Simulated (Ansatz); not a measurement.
# H₃O (doublet): the correlation ladder at distance O1–H3 along a hydrogen transfer = 1.432 Å, cc-pVTZ

Aim: climb from Hartree-Fock through coupled cluster and multireference methods for H₃O (doublet) at one geometry and basis, and see what each rung misses.

Program: Ansatz 0.2.0, Gaussian basis. Level of theory: cc-pVTZ, core rule «outside noble gas», up to 1 orbitals frozen. These are calculated values, not measurements.

Plan: UHF; CCSD(T) on ROHF; CCSD(T) on UHF; BCCD(T) on ROHF; CCSDT(Q) on ROHF; CCSDT(Q) on UHF; CASSCF and MRCISD+Q, 3 electrons in 3 orbitals; CASSCF and NEVPT2, 3 electrons in 3 orbitals; CASSCF and MRCISD+Q, 9 electrons in 7 orbitals; CASSCF and NEVPT2, 9 electrons in 7 orbitals.

### Step 1. The system

The geometry derives from fragments relaxed apart (PBE0/def2-TZVP) and kept rigid, so it is no stationary point. A hydrogen atom is moved between rigid fragments.

4 atoms, charge 0, spin multiplicity 2.

Atoms are counted from 1 here; the program's logs count them from 0.

Bond lengths: O1–H2 0.960 Å, H3–H4 0.745 Å.

### Step 2. UHF

in.yaml reads:

```yaml
crystal:
  periodic: [false, false, false]
  atoms:
    - {symbol: O, position_ang: [-0.178012, -0.049094, 0.000000]}
    - {symbol: H, position_ang: [-0.427322, 0.877481, 0.000000]}
    - {symbol: H, position_ang: [1.253988, -0.049094, 0.000000]}
    - {symbol: H, position_ang: [1.998988, -0.049094, 0.000000]}
basis:
  gaussian: {orbitals: cc-pVTZ}
magnetization: {spin_polarized: true, initial_magnetization: 1}
hamiltonian: {xc: hf}
output: {orbitals: {seedname: orbitals}}
```

Started as:

```
> ansatz run in.yaml --threads 1 --pin off --events-out ev --progress --plain --max-ram 2816MiB --backend cpu
```

After this run come: CCSD(T) on ROHF; CCSD(T) on UHF; BCCD(T) on ROHF; CCSDT(Q) on ROHF; CCSDT(Q) on UHF; CASSCF and MRCISD+Q, 3 electrons in 3 orbitals; CASSCF and NEVPT2, 3 electrons in 3 orbitals; CASSCF and MRCISD+Q, 9 electrons in 7 orbitals; CASSCF and NEVPT2, 9 electrons in 7 orbitals.

**Question.** What will the summary of the whole plan be? Wanted: UCCSDT(Q) below the RHF energy; RMP2 from UCCSDT(Q); UMP2 from UCCSDT(Q); RCCSD from UCCSDT(Q); RCCSD(T) from UCCSDT(Q); UCCSD(T) from UCCSDT(Q); RCCSDT(Q) from UCCSDT(Q); MRCISD+Q pair from UCCSDT(Q); NEVPT2 valence from UCCSDT(Q).

As calculated:

| quantity | value |
| --- | --- |
| UCCSDT(Q) below the RHF energy | -7.6103 eV |
| RMP2 from UCCSDT(Q) | +18.08 kcal/mol |
| UMP2 from UCCSDT(Q) | +17.98 kcal/mol |
| RCCSD from UCCSDT(Q) | +4.75 kcal/mol |
| RCCSD(T) from UCCSDT(Q) | +0.47 kcal/mol |
| UCCSD(T) from UCCSDT(Q) | +0.46 kcal/mol |
| RCCSDT(Q) from UCCSDT(Q) | +0.04 kcal/mol |
| MRCISD+Q pair from UCCSDT(Q) | +1.84 kcal/mol |
| NEVPT2 valence from UCCSDT(Q) | +23.05 kcal/mol |
| MRCISD+Q valence from UCCSDT(Q) | +1.79 kcal/mol |
| levels within 1 kcal/mol (43 meV) | RCCSD(T), UCCSD(T), BCCD(T), RCCSDT, UCCSDT, RCCSDT(Q) |
| T1 diagnostic | 0.031 |
| effectively unpaired electrons | 1.01 |

What this shows: RCCSD(T) misses by +0.47 kcal/mol, 0.3 % of the correlation energy. One determinant dominates. Of the multireference levels listed MRCISD+Q valence comes nearest in total energy (+1.79 kcal/mol), which doesn't show that its space is the better one. These misses are within one basis, not against nature; the frozen cores of restricted and unrestricted runs differ, which can shift their rows.
